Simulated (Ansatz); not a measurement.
Molecule: C2H3O, charge 0, multiplicity 2. It need not be the lowest isomer of its formula. 
Structure (B3LYP-D3(BJ)/def2-TZVP (Ansatz, a quantum-chemistry and plane-wave program) minimum search):
SMILES: [CH2]C=O
```xyz
6

O      1.0886     0.2494    -0.4273
C      0.0466     0.3623     0.2203
H     -0.0990     1.2298     0.8885
C     -1.0108    -0.5831     0.1583
H     -1.9128    -0.4520     0.7415
H     -0.9117    -1.4488    -0.4833
```
Charge 0, spin multiplicity 2.

Quantity: atomisation energy (electronic, to ground-state atoms), in kJ/mol. Correlated levels leave the core frozen unless marked. Open shells are spin-unrestricted. Spin-orbit coupling is left out. No relativistic terms. The coupled-cluster limit lacks core correlation, which all-electron functionals hold. Basis-set limits of correlation are two-point, X^-3; Hartree-Fock from the larger set. [CCSD(T)-MP2]/basis is that difference in the basis named.

| level | program | atomisation energy (kJ/mol) |
|---|---|---|
| HF/6-31G | Ansatz | 1588.6 |

Problem. Estimate the value at RI-MP2/CBS(cc-pVTZ,cc-pVQZ)+[CCSD(T)-MP2]/cc-pVTZ as computed with Ansatz.

Solution. 2398.1 kJ/mol
